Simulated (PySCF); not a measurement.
Task: What does the PBE0-D3(BJ)/def2-SVP structure of `[H]/N=C\CCC` look like in three dimensions?

Result: 
```xyz
14
C4H9N angstrom
C     -1.5150    0.6609    0.4298
C     -0.9399   -0.5847   -0.2263
C      0.5209   -0.4253   -0.6511
C      1.4459   -0.2246    0.5149
N      2.2672    0.7186    0.7179
H     -2.5622    0.5097    0.7315
H     -0.9448    0.9429    1.3289
H     -1.4873    1.5214   -0.2580
H     -1.5398   -0.8549   -1.1104
H     -1.0216   -1.4424    0.4641
H      0.6292    0.4189   -1.3543
H      0.8434   -1.3347   -1.1891
H      1.3868   -1.0102    1.2921
H      2.2304    1.3860   -0.0629
```

Orientation and origin are arbitrary. Atoms count from 1 in this order. Of the pairs four or more bonds apart, H11···H14 is among the closest relative to their van der Waals radii: 2.27 Å, 95 % of the sum of Bondi's values. The C–C distances run from 1.502 Å (C3–C4, drawn single) to 1.530 Å (C2–C3, drawn single), a spread of 0.028 Å.

Bonds between heavy atoms (Å): C1–C2 1.521, C2–C3 1.530, C3–C4 1.502, C4=N5 1.267.

Computed with PySCF, PBE0-D3(BJ)/def2-SVP geometry optimisation, gas phase.

Point group: C1 (no symmetry element, even within 0.4 Å). No frequency check. One conformer, not necessarily the lowest (C1–C2–C3–C4 65°, C2–C3–C4–N5 -125°).
